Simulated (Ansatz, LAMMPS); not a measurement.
Cohesive energy (eV/atom) along a series of related solids, from the EIM potential (LAMMPS); LDA (Ansatz, a quantum-chemistry and plane-wave program, plane waves, PAW).

```tsv
solid	EIM	LDA
rock-salt KF	3.83	4.27
rock-salt KCl	3.34	3.53
rock-salt KBr	2.97	3.26
rock-salt KI	2.72	2.95
```

Members of the series are missing where a level wasn't run or failed, where a doubt is noted on the run or the magnetic state, for phases of high temperature or layered ones, and where values are held back for tests.

Spin–orbit coupling is left out, also for the solids with elements from indium on (rock-salt KI); its size isn't shown.

Free atoms are spin-polarised, in the lowest state found; at levels without +SOC their spin–orbit coupling is left out. The solid named is at each level's own relaxed cell; a reference phase can be a single point on another level's cell. Ansatz's density-functional and Hartree–Fock values are scalar-relativistic unless marked +SOC, with PAW data made under PBE.
